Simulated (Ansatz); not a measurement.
Consider the ligand exchange at the Si–F bond: `C[Si]F` + NH₃ → `C[Si]N` + H–F.

Computed with Ansatz on PBE0-D4/def2-TZVP structures; ΔE is electronic, products minus reactants. CCSD(T)/CBS is the MP2 limit (def2-TZVPP, def2-QZVPP) plus CCSD(T) − MP2 in def2-TZVPP, frozen cores. This one scheme is used for every species. Functionals use def2-TZVPP. B3LYP here is the variant with VWN-RPA as its local correlation; programs differ in this. One conformer a species, not always the lowest.

`C[Si]F`:

```xyz
6

C    -0.075    0.161    0.521
Si   -0.649   -0.844   -0.969
F     0.538   -0.439   -1.995
H    -0.742    0.058    1.380
H     0.933   -0.157    0.814
H    -0.005    1.221    0.249
```

NH₃:

Z-matrix (Å, degrees):
```
N
H 1 1.013
H 1 1.013 2 107.1
H 1 1.013 2 107.1 3 -114.5
```

`C[Si]N`:

Cartesian coordinates in Å:
```
C 0.200 -0.194 -1.167
Si -0.776 0.964 -0.013
N -0.279 0.315 1.487
H 1.045 -0.708 -0.699
H 0.562 0.350 -2.045
H -0.493 -0.955 -1.546
H -0.628 0.675 2.362
H 0.369 -0.447 1.621
```

H–F:

```xyz
2

F     0.235   -0.387   -0.080
H    -0.235    0.387    0.080
```

```
   level  ΔE (kcal/mol)
B3LYP-D4           13.2
 r2SCAN0           12.4
```

(1) What does CCSD(T)/CBS give? (Estimate.)

Largest T1 diagnostic among the species: 0.014.

Answers

(1) Computed: +12.2 kcal/mol. The listed levels differ from it by 1.0, 0.2 kcal/mol.

In def2-TZVPP, CCSD(T) changes the Hartree–Fock value by −3.8 kcal/mol (the triples alone add −0.7 kcal/mol) and MP2 by −4.7 kcal/mol. Leaving LDA and LC-ωPBE aside and taking each functional with its dispersion term where it has one, the values, not all of them listed here, spread over 4.1 kcal/mol, from revPBE-D4 to B97M-V. LDA lies −2.0 kcal/mol from PBE without D4.
